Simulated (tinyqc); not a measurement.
ROHF in the sto-3g basis, for OH+, spin multiplicity 3, step by step. This run ends on a higher stationary point, not on the lowest solution. One step of it, computed by the program tinyqc.

Problem. Iteration 2: DIIS coefficients. Solve [B -1; -1 0][c; lambda] = [0; -1] for the coefficients, which sum to one.

B (overlaps of the stored error matrices):
$$\begin{pmatrix}
5.3453664e+02 & 2.2186281e+00 \\
2.2186281e+00 & 8.8814572e-02
\end{pmatrix}$$

Give: DIIS coefficients.

Solution.

DIIS coefficients: [-0.0040, 1.0040]
